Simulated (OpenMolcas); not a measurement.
# CH4NSi (SMILES [H]/N=C/[SiH2]): UHCTH407/6-311G(d,p) (Cholesky decomposition)

Aim: the vertical ionisation energy of CH4NSi at UHCTH407/6-311G** (Cholesky decomposition), from 2 runs. 

The results are computed with OpenMolcas 26.06.

3 further runs of the same task are left out: 1 that didn't finish, 2 set aside as unsound or not needed.

**1. The structure to begin with**

CH4NSi: 7 atoms, total charge 0, spin state doublet. As SMILES, `[H]/N=C/[SiH2]`. Geometry: relaxed at GFN2-xTB.

Bond lengths: N1–C2 1.286 Å, C2–Si3 1.829 Å, N1–H4 1.018 Å, C2–H5 1.102 Å, Si3–H6 1.445 Å, Si3–H7 1.453 Å. Angles: N1–C2–Si3 119.7°, N1–C2–H5 123.0°, Si3–C2–H5 117.4°, C2–N1–H4 114.6°, C2–Si3–H6 123.1°, C2–Si3–H7 118.6°, H6–Si3–H7 118.3°.

**2. The charge distribution at UHCTH407/6-311G(d,p) (Cholesky decomposition)**

The input, job.input:

```
&GATEWAY
  COORD
  7
  angstrom
  N       -1.548860      -0.132150      -0.159430
  C       -0.314040      -0.117140      -0.518110
  Si       0.986230       0.201460       0.727650
  H       -2.206780      -0.315210      -0.914920
  H        0.010790      -0.289530      -1.556520
  H        0.698950       0.439760       2.123830
  H        2.373720       0.212800       0.297500
  BASIS
  6-311G**
  GROUP
  NoSym

&SEWARD
  HIGH

&SCF
  UHF
  SPIN
  2
  KSDFT
  GGA_XC_HCTH_407
  PRORBITALS
  1 1
```

Run with:

```bash
export MOLCAS_MEM=1860
pymolcas job.input > job.log
```

Log:

```text
--- Start Module: gateway ---
[...]
--- Stop Module: gateway /rc=_RC_ALL_IS_WELL_ ---
--- Start Module: seward ---
[...]
      Basis functions           87
[...]
--- Stop Module: seward /rc=_RC_ALL_IS_WELL_ ---
[...]
--- Start Module: scf ---
[...]
       Convergence after  16 Iterations
[...]
::    Total KS-DFT energy                            -384.7226730049
[...]
      Total spin, S                                     0.5070806806
[...]
      Total electronic charge=   31.000000
      Total            charge=   -0.000000
[...]
      Dipole Moment (debye):
      Origin of the operator (angstrom)=    0.0520    0.0419    0.2044
                   X=  8.6669E-01               Y= -1.7973E-01               Z= -1.2749E+00           Total=  1.5521E+00
      Quadrupole Moment (debye*angstrom):
[...]
--- Stop Module: scf /rc=_RC_ALL_IS_WELL_ ---
[...]
```

Wall time 9.6 s (1 thread of Arm Neoverse V2, shared host).

Atomic charges (e):

```csv
atom,Mulliken
N1,-0.295
C2,-0.194
Si3,+0.349
H4,+0.166
H5,+0.097
H6,-0.047
H7,-0.076
```

**3. The singlet cation at the same level**

The input, job.inp:

```
&GATEWAY
 Coord
 7
 angstrom
 N       -1.548860      -0.132150      -0.159430
 C       -0.314040      -0.117140      -0.518110
 Si       0.986230       0.201460       0.727650
 H       -2.206780      -0.315210      -0.914920
 H        0.010790      -0.289530      -1.556520
 H        0.698950       0.439760       2.123830
 H        2.373720       0.212800       0.297500
 Basis = 6-311G**
 Group = NoSym

&SEWARD
 High

&SCF
 Charge = 1
 KSDFT = GGA_XC_HCTH_407
 PrOrbitals = 1 1

&LOCALISATION
 PAO
```

Run with:

```bash
export MOLCAS_MEM=1860
pymolcas job.inp > job.log
```

Log:

```text
--- Start Module: gateway ---
[...]
--- Stop Module: gateway /rc=_RC_ALL_IS_WELL_ ---
[...]
      Basis functions           87
[...]
--- Start Module: scf ---
[...]
       Convergence after  20 Iterations
[...]
::    Total KS-DFT energy                            -384.4363197305
[...]
      Total spin, S                                     0.0000000000
[...]
      Total electronic charge=   30.000000
      Total            charge=    1.000000
[...]
      Dipole Moment (debye):
      Origin of the operator (angstrom)=    0.0520    0.0419    0.2044
                   X=  2.6705E+00               Y=  1.2705E-01               Z= -2.8982E-01           Total=  2.6892E+00
      Center of Charge (angstrom)
[...]
--- Stop Module: scf /rc=_RC_ALL_IS_WELL_ ---
[...]
--- Start Module: localisation ---
[...]
--- Stop Module: localisation /rc=_RC_ALL_IS_WELL_ ---
[...]
```

Run time: 8.4 s. Hardware: 1 thread of Arm Neoverse V2, shared host.

Atomic charges (e):

```csv
atom,Mulliken
N1,-0.157
C2,-0.216
Si3,+0.884
H4,+0.239
H5,+0.185
H6,+0.043
H7,+0.021
```

**4. What came out**

At UHCTH407/6-311G** (Cholesky decomposition):

| quantity | value |
| --- | --- |
| doublet CH4NSi: total energy | -384.72267 Eh |
| doublet CH4NSi: dipole moment | 1.55 D |
| doublet CH4NSi: HOMO energy (highest over α and β) | -4.80 eV |
| doublet CH4NSi: LUMO energy (lowest over α and β) | -3.60 eV |
| doublet CH4NSi: ⟨S²⟩ | 0.764 |
| singlet cation: total energy | -384.43632 Eh |
| singlet cation: HOMO energy | -12.09 eV |
| singlet cation: LUMO energy | -10.67 eV |
| singlet cation: HOMO–LUMO gap | 1.42 eV |
| vertical ionisation energy (to the singlet cation) | 7.792 eV |

In words: Removing an electron at fixed nuclei costs 7.79 eV (752 kJ/mol). Only the singlet of the ionised species was computed; a triplet could lie lower. Mulliken charges (doublet CH4NSi) run from -0.29 on N1 to +0.35 on Si3; they depend strongly on the basis. Mulliken charges (singlet cation) run from -0.22 on C2 to +0.88 on Si3; they depend strongly on the basis.
